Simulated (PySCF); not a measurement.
Molecule: SMILES FC(F)(F)S, CHF₃S.

Atom-mapped SMILES (the numbers label the heavy atoms): `[F:1][C:2]([F:3])([F:4])[SH:5]`. Each H is labelled by its parent atom.

Geometry PBE0-D3(BJ)/def2-SVP throughout; GIAO in PySCF 2.14, gas phase, one conformer, non-relativistic; equivalent atoms averaged; functional PBE0.

**Question.** How do the absolute shieldings σ depend on the basis set? (ppm; last column core-seconds on shared hosts with different chips, so compare them loosely)

**Answer.** 
```csv
basis set,functions,F1/F3/F4,C2,S5,H(S5),core-s
STO-3G,30,381.2,128.9,704.5,32.57,0.86
6-31G,51,224.3,60.9,502.7,29.78,1.8
pcSseg-0,51,218.8,37.2,515.0,29.65,2.5
6-31G*,76,239.7,63.4,493.9,29.12,2.3
def2-SVP,79,246.3,58.0,544.0,28.65,2.1
cc-pVDZ,79,240.5,61.9,534.3,28.56,4
pcSseg-1,97,218.6,47.0,465.3,27.88,7.7
aug-cc-pVDZ,128,232.1,60.4,521.2,28.11,6.8
"6-311+G(2d,p)",149,216.6,49.5,452.3,28.19,4.7
def2-TZVP,167,218.2,46.5,442.6,28.13,5.7
cc-pVTZ,168,221.0,48.3,497.6,28.10,9.8
IGLO-III,194,215.0,42.1,458.2,27.93,11
pcSseg-2,201,216.2,41.1,457.3,27.81,11
```

**Question.** Which nucleus moves most, in ppm?

**Answer.** S5 (thiol sulfur): from 442.6 ppm with def2-TZVP to 704.5 ppm with STO-3G. The smallest spread is 4.77 ppm, at H(S5). Proton shifts span only some 12 ppm, so a few tenths of a ppm matter as much there as several ppm in carbon.

**Question.** Taking the largest basis, pcSseg-2 (201 functions), as the yardstick, rank the others by their worst heavy-atom deviation.

**Answer.** IGLO-III 1.2 ppm (194 functions), pcSseg-1 8.0 ppm (97 functions), 6-311+G(2d,p) 8.4 ppm (149 functions), def2-TZVP 14.7 ppm (167 functions), 6-31G* 36.7 ppm (76 functions), cc-pVTZ 40.3 ppm (168 functions), 6-31G 45.4 ppm (51 functions), pcSseg-0 57.7 ppm (51 functions), aug-cc-pVDZ 63.9 ppm (128 functions), cc-pVDZ 77.0 ppm (79 functions), def2-SVP 86.8 ppm (79 functions), STO-3G 247.2 ppm (30 functions).

A small basis that lands close on one nucleus may do so by chance; judge by the trend and by all nuclei.
